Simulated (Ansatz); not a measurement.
**CH2FP (SMILES [H]/P=C/F): the vertical energy of the triplet above the singlet, rung by rung**

The species is CH2FP (5 atoms), meant as a singlet with charge 0. As SMILES, `[H]/P=C/F`. Geometry: relaxed at GFN2-xTB.

```xyz
5

F    -0.4582   -1.5441    0.7059
C    -0.2810   -0.3669    0.0905
P     1.1581    0.4689    0.2459
H    -1.1595   -0.0862   -0.4760
H     0.7407    1.5283   -0.5663
```

Each level gives the vertical energy of the triplet above the singlet (eV). The values are calculated.

| level | kind | program | value (eV) | less FCI/STO-3G | CPU time (all runs) |
| --- | --- | --- | --- | --- | --- |
| HF/STO-3G | Hartree–Fock | Ansatz | 1.42 | -1.73 | 0.27 s |
| PBE/STO-3G | GGA | Ansatz | 3.30 | +0.15 | 3.1 s |
| r2SCAN/STO-3G | meta-GGA | Ansatz | 3.09 | -0.06 | 7.2 s |
| PBE0/STO-3G | global hybrid | Ansatz | 2.92 | -0.23 | 3.2 s |
| HSE06/STO-3G | range-separated hybrid | Ansatz | 2.93 | -0.22 | 4 s |
| B2PLYP/STO-3G | double hybrid | Ansatz | 2.97 | -0.18 | 3.9 s |
| MP2/STO-3G | perturbation theory | Ansatz | 3.02 | -0.13 | 0.29 s |
| CCSD(T)/STO-3G | coupled cluster or CI | Ansatz | 3.13 | -0.02 | 0.49 s |
| CCSDT(Q)/STO-3G | coupled cluster or CI | Ansatz | 3.14 | -0.01 | 2.4 s |
| FCI/STO-3G | exact in the basis | Ansatz | 3.15 | 0.00 | 45 s |

FCI/STO-3G is exact within its basis and frozen core, so for wave-function methods in that basis the difference is their error; functionals converge differently with the basis, so for them it is only a difference. The values span 1.42 to 3.30 eV. All rows use very small basis sets, so even the best lies far from the true value. Times are those of the runs behind each value, whatever else they computed, on shared processors of several kinds: orders of magnitude only.
